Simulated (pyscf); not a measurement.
Single points on ωB97X-D3(BJ)/def2-SVP structures (PySCF, gas phase).

Task: For `[OH][Si][OH]` [singlet] + `[H]` [doublet] → `[O]=[Si][OH]` [doublet] + `[H][H]`, a hydrogen abstraction (doublet surface; H–O broken, H–H formed), PBE/def2-TZVP gives ΔE‡ = 9.8 kJ/mol and ΔE = -49.9 kJ/mol (zero: the separated reactants). In which direction and how far do B3LYP-D3(BJ)/def2-TZVP, PBE0-D3(BJ)/def2-TZVP, ωB97M-D3(BJ)/def2-TZVP move these?

Result: B3LYP-D3(BJ): ΔE‡ = 18.7 kJ/mol, ΔE = -48.6 kJ/mol; PBE0-D3(BJ): ΔE‡ = 38.1 kJ/mol, ΔE = -30.2 kJ/mol; ωB97M-D3(BJ): ΔE‡ = 57.1 kJ/mol, ΔE = -21.3 kJ/mol. PBE's barrier lies under all of them, by 8.9 to 47.3 kJ/mol. Its reaction energy lies under all of them, by 1.3 to 28.5 kJ/mol. One saddle was located; it need not be the lowest between these sides. The angle at the transferred H is 171°.
